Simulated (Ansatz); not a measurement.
`CC(N)S` + H₂ → `CCS` + NH₃ at 700 K and 1 bar (hydrogenolysis of a C–N bond).

Isolated molecules relaxed with PBE0-D4/def2-TZVP in Ansatz; ΔE leaves out vibrations. CCSD(T)/CBS is the MP2 limit (def2-TZVPP, def2-QZVPP) plus CCSD(T) − MP2 in def2-TZVPP, frozen cores. This one scheme is used for every species. One conformer a species, not always the lowest.

```csv
species,CCSD(T)/CBS energy (Eh),H − E (kJ/mol),S (J/(mol·K))
`CC(N)S`,-532.79013,311.7,415.7
H₂,-1.17544,46.8,155.3
`CCS`,-477.49091,251.7,366.5
NH₃,-56.50880,116.9,226.5
```

H − E and S are ideal-gas, rigid-rotor, harmonic terms from PBE0-D4/def2-TZVP, for one conformer and one mirror image of each species. The MP2-based limit puts H₂ 0.8 mEh under its directly extrapolated value; such offsets cancel only in part. 1 Eh = 2625.50 kJ/mol, R = 8.31446 J/(mol·K).

Problem. By hand: ΔE, ΔH, ΔS and ΔG.

Solution. ΔE = (-477.49091) + (-56.50880) − (-532.79013) − (-1.17544) = -0.03414 Eh = -89.6 kJ/mol. Δ(H − E) = 251.7 + 116.9 − 311.7 − 46.8 = 10.1, so ΔH = -79.5 kJ/mol. ΔS = 366.5 + 226.5 − 415.7 − 155.3 = 22.0 J/(mol·K). ΔG = -79.5 − 700 × (22.0)/1000 = -94.9 kJ/mol.

Problem. By hand: the equilibrium constant, and the temperature at which ΔG would vanish if ΔH and ΔS stayed fixed.

Solution. log₁₀ K = −ΔG/(RT ln 10) = 7.1. ΔH and −TΔS have one sign here, so there is no such temperature.

ΔH outweighs TΔS. A doubt of 5 kJ/mol in ΔE shifts log₁₀ K by 0.4 here. Other conformers and mirror images would add mixing entropy, several J/(mol·K) or more a flexible species. These are equilibria of isolated gas molecules and say nothing of rates. Largest T1 diagnostic: 0.010 (customary marks: 0.02 for closed shells, 0.045 for open ones).
